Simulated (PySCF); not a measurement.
## Which functional comes closest?

Molecule: SMILES ClC1CCCC1, C5H9Cl.

Geometry:
| atom | x (Å) | y (Å) | z (Å) |
| --- | --- | --- | --- |
| Cl1 | 1.990 | 0.122 | -1.396 |
| C2 | 1.176 | -0.418 | 0.128 |
| C3 | 0.573 | 0.779 | 0.844 |
| C4 | -0.713 | 1.083 | 0.061 |
| C5 | -1.112 | -0.246 | -0.624 |
| C6 | -0.041 | -1.265 | -0.209 |
| H7 | 1.949 | -0.946 | 0.701 |
| H8 | 0.337 | 0.463 | 1.875 |
| H9 | 1.267 | 1.628 | 0.911 |
| H10 | -1.504 | 1.472 | 0.719 |
| H11 | -0.518 | 1.859 | -0.694 |
| H12 | -1.112 | -0.126 | -1.717 |
| H13 | -2.120 | -0.581 | -0.341 |
| H14 | -0.341 | -1.794 | 0.713 |
| H15 | 0.171 | -2.028 | -0.971 |

Geometry PBE0-D3(BJ)/def2-SVP throughout; GIAO in PySCF, gas phase, one conformer, non-relativistic; equivalent atoms averaged; basis pcSseg-1.

Reference values (measured; solution, not stated per compound (mostly CDCl3 or CCl4); Pretsch, Buehlmann, Badertscher, Structure Determination of Organic Compounds, 4th ed. (2009)): δ(C2) = 62.0 ppm, δ(C3/C6) = 37.2 ppm, δ(C4/C5) = 23.1 ppm. Computed shifts are taken against TMS, calculated as an isolated molecule at each level.

How do the functionals HF, LDA, PBE, BLYP, BP86, OPBE, KT2, KT3, B97-D, B3LYP, PBE0, mPW1PW91, WP04, B97-2, BHandHLYP, CAM-B3LYP, wB97X-D, LC-wPBE perform against the reference? Times are CPU seconds on shared hosts with different chips, so compare them loosely.

## Answers


```tsv
functional	kind	C2	C3/C6	C4/C5	mean abs. error C	core-s
HF	Hartree–Fock	61.7	34.8	19.4	2.1	4.7
LDA	LDA	74.5	41.9	22.8	5.8	13
PBE	GGA	72.2	41.1	24.0	5.0	16
BLYP	GGA	73.9	42.1	24.9	6.2	16
BP86	GGA	72.5	41.3	24.1	5.2	16
OPBE	GGA	68.8	38.8	23.8	3.0	16
KT2	GGA	69.9	40.4	23.5	3.8	37
KT3	GGA	69.2	39.7	24.4	3.7	37
B97-D	GGA	71.6	40.6	24.6	4.8	36
B3LYP	global hybrid	71.3	40.5	23.6	4.4	24
PBE0	global hybrid	69.3	39.3	22.6	3.3	15
mPW1PW91	global hybrid	69.3	39.3	22.9	3.2	24
WP04	global hybrid	74.7	41.0	26.3	6.6	25
B97-2	global hybrid	69.1	39.1	23.2	3.0	32
BHandHLYP	global hybrid	68.0	38.4	21.9	2.8	33
CAM-B3LYP	range-separated hybrid	69.1	39.4	22.4	3.3	38
wB97X-D	range-separated hybrid	68.5	39.2	22.5	3.0	38
LC-wPBE	range-separated hybrid	65.0	37.4	21.2	1.7	51
```

For ¹³C the closest is LC-wPBE (1.7 ppm) and the furthest WP04 (6.6 ppm). One molecule is a small sample, and vibrational and solvent effects are absent from the calculation.
